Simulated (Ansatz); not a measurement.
Relaxation of BFH4 (6 atoms, charge 0, multiplicity 1), to a largest force component of 0.03 eV/Å in at most 50 steps.

Method: Ansatz 0.2.0, RKS B3LYP-D4/def2-TZVP.

```xyz
6
Properties=species:S:1:pos:R:3:forces:R:3
B -0.011 0.259 -0.027 -0.02 -0.11 -0.05
H -0.030 0.382 1.160 0.00 0.13 0.09
H 1.033 0.249 -0.589 0.01 0.00 -0.02
H -1.039 0.226 -0.618 0.00 0.02 -0.01
F 0.022 -2.083 0.889 0.02 -0.03 -0.11
H 0.131 -1.435 1.545 -0.01 -0.01 0.10
```

Task: Where does it end, and by what steps?

Result: The forces met the threshold. After 7 steps the energy has fallen by 0.060 eV; F5 moved furthest, 0.31 Å.

```tsv
step	energy less start (eV)	largest force component (eV/Å)	accepted
0	0.0000	0.129	yes
1	0.0338	1.780	no
2	-0.0125	0.547	yes
3	-0.0204	1.021	yes
4	-0.0417	0.375	yes
5	-0.0533	0.213	yes
6	-0.0534	0.318	yes
7	-0.0595	0.012	yes
```

```xyz
6
Properties=species:S:1:pos:R:3
B -0.004 0.223 0.011
H -0.011 0.624 1.137
H 1.026 0.164 -0.578
H -1.035 0.107 -0.570
F 0.056 -1.829 0.721
H 0.074 -1.691 1.639
```

Whether the end is a true minimum wasn't checked by a vibrational analysis.

Run time: 12 s on 2 threads of Intel(R) Xeon(R) Platinum 8259CL CPU @ 2.50GHz (Skylake/Cascade Lake), with other jobs on the host, peak memory 0.14 GiB.
